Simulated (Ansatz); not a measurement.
BaTl2: computed properties

Computed with DFT r2SCAN, scalar-relativistic, plane waves, PAW (Ansatz).

Cutoff 500 eV; k points 9×9×4 on the computed 6-atom cell (Γ-centred); Gaussian smearing, width 0.10 eV; no spin polarisation.

The structure is relaxed at this level of theory with its symmetry kept. Whether it is the stable form of this composition wasn't checked.

Symmetry: P6_3/mmc, No. 194, hexagonal system. The conventional cell has a = 5.289 Å, b = 5.289 Å, c = 8.570 Å, α = 90.00°, β = 90.00°, γ = 120.00°. Ba (site symmetry -6m2) has 12 Tl at 3.52 to 3.97 Å as nearest neighbours. Tl (site symmetry 3m) is surrounded by 4 Tl at 3.15 to 3.50 Å and 3 Ba at 3.52 Å.

```
Volume per atom                                                   : 34.60 Å³
Formation energy from the elements' standard states (uncorrected) : -0.515 eV/atom
Generalised Kohn–Sham band gap                                    : none (metal)
Density of states at the Fermi level                              : 0.48 states/eV per cell
Löwdin character within 0.5 eV of the Fermi level                 : Tl 6p 65 %, Tl 6s 14 %, unprojected 16 %
Bulk modulus                                                      : 29.2 GPa
Its pressure derivative                                           : 5.4
Bader charges (e)                                                 : Ba (2 in the cell) 1.21, Tl (4 in the cell) -0.61
```

Spin-orbit coupling is left out, which matters for the bands of heavy elements.